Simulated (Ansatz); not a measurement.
# AlNaH2+ (doublet): the correlation ladder, def2-QZVPP

The task here is to estimate one member of a computed series from the others.

Computed with Ansatz 0.2.0, Gaussian basis. Level: def2-QZVPP, core rule «outside noble gas», up to 10 orbitals frozen.

Plan: UHF; ROHF; CCSD(T) on UHF.

2 further runs of the same task are left out: 2 set aside as unsound or not needed.

### The system

The geometry is a PBE0/def2-TZVP stationary point (not a proven minimum) of the parent state, kept for this charge and spin.

4 atoms, charge 1, spin multiplicity 2.

Atoms are counted from 1 here; the program's logs count them from 0.

Bond lengths: Al1–H3 1.618 Å, Al1–H4 1.618 Å. Angles: H3–Al1–H4 108.1°.

The first run:

Input file in.yaml:

```yaml
crystal:
  periodic: [false, false, false]
  atoms:
    - {symbol: Al, position_ang: [0.000000, 0.000000, 1.246916]}
    - {symbol: Na, position_ang: [0.000000, 0.000000, -1.656035]}
    - {symbol: H, position_ang: [0.000000, 1.310474, 2.196633]}
    - {symbol: H, position_ang: [0.000000, -1.310474, 2.196633]}
basis:
  gaussian: {orbitals: "def2-QZVPP.json"}
total_charge: 1
magnetization: {spin_polarized: true, initial_magnetization: 1}
hamiltonian: {xc: hf}
output: {orbitals: {seedname: orbitals}}
```

Run with:

```console
ansatz run in.yaml --threads 1 --pin off --events-out ev --progress --plain --max-ram 2393MiB
```

Steps of the session up to this table: UHF; ROHF; CCSD(T) on UHF.

One table of the session follows, with a row left open; its other results are not shown here.

```
  method  from UCCSD(T) (meV)
    ROHF              +2571.0
     UHF                    ?
    UMP2               +548.8
   UCCSD                +50.2
UCCSD(T)                    0
```

**Question.** Estimate the row for UHF.

**Answer.** from UCCSD(T) (meV): +2534.4. In the column «from UCCSD(T) (meV)» it lies between UMP2 (+548.8) and ROHF (+2571.0).
